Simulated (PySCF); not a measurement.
ammonia (H3N), SMILES N.

Coordinates come from a PBE0-D3(BJ)/def2-TZVPD optimisation.

Level of theory: PySCF 2.14.0 with PBE0-D3(BJ)/def2-TZVPD.

Harmonic, unscaled wavenumbers; measured fundamentals usually lie a few per cent lower.

Modes within 1.5 cm⁻¹ of each other (mostly degenerate sets) share a row, with their intensities summed.

```csv
mode,ν (cm⁻¹),IR (km/mol),moving atoms (share of kinetic energy)
1,1034,144.9,"H 84 %, N 16 %"
2–3,1662,33.0,H 94 %
4,3499,3.7,H 98 %
5–6,3626,10.0,"H 92 %, N 8 %"
```
